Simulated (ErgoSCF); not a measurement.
# CH5Si (SMILES C[SiH2]), step by step

Wanted: the energy (UHF/STO-3G), then a single-point energy (UHF/3-21G), then the energy (UHF/6-31G), then the energy (UHF/6-31G*), then the energy (UHF/6-31G**), then the energy (UHF/6-311G**) of CH5Si. 

The results are computed with ErgoSCF 3.8.

4 further runs of the same task are left out: 4 set aside as unsound or not needed. Runs told in other sessions of the task aren't counted.

**1. The system as given**

CH5Si: 7 atoms, total charge 0, spin state doublet. SMILES: `C[SiH2]`. The shape is that of a PBE0-D4/def2-TZVP optimisation.

Bond lengths: C1–Si2 1.875 Å, C1–H3 1.094 Å, C1–H4 1.092 Å, C1–H5 1.092 Å, Si2–H6 1.491 Å, Si2–H7 1.490 Å. Angles: C1–Si2–H6 111.8°, C1–Si2–H7 111.8°, Si2–C1–H3 110.5°, Si2–C1–H4 110.8°, Si2–C1–H5 110.8°, H6–Si2–H7 109.5°, H3–C1–H4 108.1°, H3–C1–H5 108.2°, H4–C1–H5 108.3°.

**2. The energy at UHF/STO-3G (run 1)**

The input, ergo.in:

```
# CH5Si, HF
set_nthreads(1)
molecule_inline
C  -0.23168042 -1.51782802 0.17990193
Si 0.33296974 1.95548859 0.59337400
H  -0.38701591 -1.99347209 -1.82660927
H  1.32129651 -2.61405815 0.98171272
H  -1.97873223 -2.09324963 1.11399355
H  -1.79807441 3.48919032 -0.42651119
H  2.74123672 2.77411795 -0.61605072
EOF
scf.max_number_of_iterations = 70
tmpdir = "."
scf.use_diagonalization = 1
charge = 0
basis = "STO-3G"
spin_polarization = 1
scf.output_mulliken_pop = 1
run "HF"
```

The basis set STO-3G is read from a file made from the Basis Set Exchange's data (not shown).

The run is started by

```
$ ergo ergo.in
```

What it wrote:

```text
[...]
INSC SCF_general constructor, number of basis functions: 19
[...]
INSC Energy   1 =       -264.53153218698
[...]
INDE E_LUMO =          0.24539957534
[...]
INSC Energy  14 =       -325.86655195071  ( diff     -0.000000000020975 )
[...]
RESC CONVERGED after  14 iterations.
RESC FINAL ENERGY:       -325.86655195071
RESC FINAL <S2> =          0.75199106919
[...]
INSC SCF: dipole_moment_x [atomic units] =       0.01437327
INSC SCF: dipole_moment_y [atomic units] =       0.02244864
INSC SCF: dipole_moment_z [atomic units] =       0.25728124
[...]
```

It took 1.3 s on 1 thread of Arm Neoverse V2, shared host; peak memory 0.26 GiB.

**3. A single-point energy at UHF/3-21G (run 2)**

ergo.in, as its differences from that of step 2:

```diff
@@ -15,3 +15,3 @@
 charge = 0
-basis = "STO-3G"
+basis = "3-21G"
 spin_polarization = 1
```

The basis set 3-21G is read from a file made from the Basis Set Exchange's data (not shown).

The run is started by

```
$ ergo ergo.in
```

What it wrote:

```text
[...]
INSC SCF_general constructor, number of basis functions: 32
[...]
INSC Energy   1 =       -187.96577156322
[...]
INDE E_LUMO =          0.05691401571
[...]
INSC Energy  19 =       -327.91683748278  ( diff     -0.000000000007844 )
[...]
RESC CONVERGED after  19 iterations.
RESC FINAL ENERGY:       -327.91683748278
RESC FINAL <S2> =          0.75376693674
[...]
INSC SCF: dipole_moment_x [atomic units] =      -0.03654580
INSC SCF: dipole_moment_y [atomic units] =      -0.25846772
INSC SCF: dipole_moment_z [atomic units] =       0.09604066
[...]
```

Wall time 1.9 s (1 thread of Arm Neoverse V2, shared host); peak memory 0.26 GiB.

Runs 3 to 4 aren't shown in full; the table further down has their settings and results.

**4. A single-point energy at UHF/6-31G(d,p) (spherical functions) (run 5)**

ergo.in, as its differences from that of step 3:

```diff
@@ -15,3 +15,3 @@
 charge = 0
-basis = "3-21G"
+basis = "6-31G**"
 spin_polarization = 1
```

The basis set 6-31G** is read from a file made from the Basis Set Exchange's data (not shown).

The run is started by

```
$ ergo ergo.in
```

What it wrote:

```text
[...]
INSC SCF_general constructor, number of basis functions: 57
[...]
INSC Energy   1 =       -110.05462851122
[...]
INDE E_LUMO =          0.06193201336
[...]
INSC Energy  18 =       -329.65885607866  ( diff     -0.000000000007617 )
[...]
RESC CONVERGED after  18 iterations.
RESC FINAL ENERGY:       -329.65885607866
RESC FINAL <S2> =          0.75339515017
[...]
INSC SCF: dipole_moment_x [atomic units] =      -0.04401872
INSC SCF: dipole_moment_y [atomic units] =      -0.28720127
INSC SCF: dipole_moment_z [atomic units] =       0.02549851
[...]
```

Wall time 13 s (1 thread of Arm Neoverse V2, shared host); peak memory 0.26 GiB.

**5. A single-point energy at UHF/6-311G(d,p) (run 6)**

ergo.in, as its differences from that of step 4:

```diff
@@ -15,3 +15,3 @@
 charge = 0
-basis = "6-31G**"
+basis = "6-311G**"
 spin_polarization = 1
```

The basis set 6-311G** is read from a file made from the Basis Set Exchange's data (not shown).

The run is started by

```
$ ergo ergo.in
```

What it wrote:

```text
[...]
INSC SCF_general constructor, number of basis functions: 74
[...]
INSC Energy   1 =       -138.41758701634
[...]
INDE E_LUMO =          0.05391360962
[...]
INSC Energy  19 =       -329.68750797555  ( diff     -0.000000000010914 )
[...]
RESC CONVERGED after  19 iterations.
RESC FINAL ENERGY:       -329.68750797555
RESC FINAL <S2> =          0.75363898451
[...]
INSC SCF: dipole_moment_x [atomic units] =      -0.04140733
INSC SCF: dipole_moment_y [atomic units] =      -0.28416947
INSC SCF: dipole_moment_z [atomic units] =       0.07667923
[...]
```

Run time: 24 s. Hardware: 1 thread of Arm Neoverse V2, shared host; peak memory 0.26 GiB.

**6. The series**

```
run                              level  energy (Eh)  dipole moment (D)   ⟨S²⟩  wall time
  1                         UHF/STO-3G  -325.866552               0.66  0.752      1.3 s
  2                          UHF/3-21G  -327.916837               0.71  0.754      1.9 s
  3                          UHF/6-31G  -329.599277               0.72  0.754      3.9 s
  4   UHF/6-31G* (spherical functions)  -329.650194               0.74  0.753      7.2 s
  5  UHF/6-31G** (spherical functions)  -329.658856               0.74  0.753       13 s
  6                       UHF/6-311G**  -329.687508               0.76  0.754       24 s
```

**7. Results**

```
                          quantity          value
 run 6, UHF/6-311G**: total energy  -329.68751 Eh
run 6, UHF/6-311G**: dipole moment         0.76 D
         run 6, UHF/6-311G**: ⟨S²⟩          0.754
```

The dipole moment (its size) runs from 0.66 D (UHF/STO-3G) to 0.76 D (UHF/6-311G**). In run 1 the basis is minimal, so the values are rough. All runs together took 52 s, the longest 24 s.
